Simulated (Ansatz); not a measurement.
Species: C$_{3}$H$_{7}$O, charge -1, multiplicity 1. It need not be the lowest isomer of its formula. Whether it binds its extra electron was not tested at this geometry. 
Structure (B3LYP-D3(BJ)/def2-TZVP (Ansatz, a first-principles code) minimum search):
```
C
O 1 1.3874
H 1 1.1087 2 110.97
H 1 1.1087 3 105.46 2 120.23
C 2 1.4898 1 115.48 3 58.45
H 5 1.1203 2 104.49 1 53.93
H 5 1.1203 6 103.00 2 108.96
C 1 1.5282 3 109.75 4 118.15
H 8 1.0932 1 110.17 3 -178.34
H 8 1.0932 9 107.78 1 120.23
H 8 1.0958 9 108.58 10 117.43
```
Charge -1, spin multiplicity 1.

Basis-set convergence of Hartree-Fock and CCSD correlation energies (hartree) with Ansatz. Cores are frozen in the correlated levels unless marked. No spin-orbit coupling. Non-relativistic. This anion needs diffuse functions, which these sets lack.

| basis | functions | E(HF) | E(corr, CCSD) |
|---|---|---|---|
| cc-pVDZ | 91 | -192.41693 | -0.67727 |
| cc-pVTZ | 218 | … | … |

**Question.** Complete the blanks.

**Answer.** 
- cc-pVTZ, E(HF): -192.48317
- cc-pVTZ, E(corr, CCSD): -0.82100
